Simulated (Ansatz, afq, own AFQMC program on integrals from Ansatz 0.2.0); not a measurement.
Two steps: Ansatz 0.2.0 writes the Fock matrix and Cholesky factors of the valence space, and afq projects on them the lowest state that overlaps trial and start.

```yaml
crystal:
  periodic: [false, false, false]
  atoms:
    - {symbol: B, position_ang: [0.000000, -0.238444, 0.741561]}
    - {symbol: O, position_ang: [0.000000, 0.160716, -0.530327]}
    - {symbol: H, position_ang: [0.000000, 0.558957, 1.639208]}
    - {symbol: H, position_ang: [0.000000, -0.552553, -1.174989]}
basis:
  gaussian: {orbitals: cc-pVDZ}
magnetization: {spin_polarized: true, initial_magnetization: 1}
correlation: {method: ccsd_t, electrons: outside_noble_gas, hamiltonian_folder: ham}
```

```sh
$ ansatz run in.yaml --threads 1 --pin off --events-out ev --progress --plain --max-ram 1382MiB
```

Options of the walk:

```
--method phaseless --trial hf --walkers 120 --populations 1 --least-time 40 --time-step 0.005 --steps-per-block 20 --equilibration-blocks 112 --max-blocks 600 --target-error 0.0012000 --factor-cut 1e-05 --start spin_pure --seed 7289 --taylor-order 6
```

Times are imaginary, in 1/Eh. The walk had a cap of 1172 s.

Output of the walk:

```
orbitals 36  electrons 6 5  factors 279 of 346
reference energy -100.69423520 Eh
CCSD correlation -0.27150699 Eh in 10 cycles, weight of the determinant in the CISD state 0.9104
energy of the start -100.694277 Eh
 block  time / (1/Eh)  mean weight  energy / Eh
     1     0.100  1.0033  -100.776256
     2     0.200  0.9996  -100.829354
     3     0.300  1.0027  -100.856364
     4     0.400  1.0025  -100.880750
     5     0.500  0.9994  -100.894852
     7     0.700  1.0005  -100.947712
     9     0.900  0.9992  -100.989417
    18     1.800  0.9989  -100.961451
    52     5.200  0.9987  -100.962427
    86     8.600  1.0013  -100.972024
   120    12.000  0.9994  -100.974381
   154    15.400  1.0000  -101.012772
   188    18.800  1.0016  -100.989957
   222    22.200  1.0014  -100.975087
   256    25.600  1.0035  -100.979359
   290    29.000  0.9981  -100.979657
   324    32.400  0.9986  -100.948072
   358    35.800  1.0004  -100.995945
   392    39.200  1.0020  -100.974950
   426    42.600  0.9999  -100.970184
   460    46.000  0.9981  -100.958760
   494    49.400  0.9995  -100.939340
   528    52.800  1.0015  -100.968410
   562    56.200  0.9994  -100.954427
   596    59.600  0.9988  -100.994115
   630    63.000  1.0011  -100.976282
   664    66.400  0.9998  -100.975129
   681    68.100  0.9993  -101.059665
   698    69.800  1.0006  -100.940574
blocks merged  error / Eh  count
     1  0.000959  600
     2  0.001228  300
     4  0.001548  150
     8  0.001747  75
    16  0.001846  37
    32  0.001546  18
    64  0.001634  9
energy -100.973732 +/- 0.001846 Eh
(rows thinned)
```

The run passed its tests (sampling time, drift between the halves within three errors, error under three times the target), which doesn't prove that it has relaxed.

Against this walk (error 50.2 meV) on the same determinant: CCSD(T) 43.7 meV higher (within the noise), CCSDT(Q) 11.6 meV higher (within the noise), a separate phaseless walk with a CISD trial and standard settings 14.4 ± 51.8 meV higher (within the noise). The error is statistical and leaves out the bias of the constraint.

Cautions: constraint bias not in the error; error above the target (50.2 against 32.7 meV).

The walk took 4.8 min on 1 thread of Arm Neoverse V1 (shared host). The log's last line is the phaseless energy.

CCSDT and higher add their correlation energy to the determinant of the CCSD(T) run, since their own runs factorise the integrals more tightly (a shift of under 2 meV). A walk keeps the symmetry of its determinant, which the program's search chose and which needn't be the lowest solution, so a lower state of the same spin and another symmetry isn't excluded.
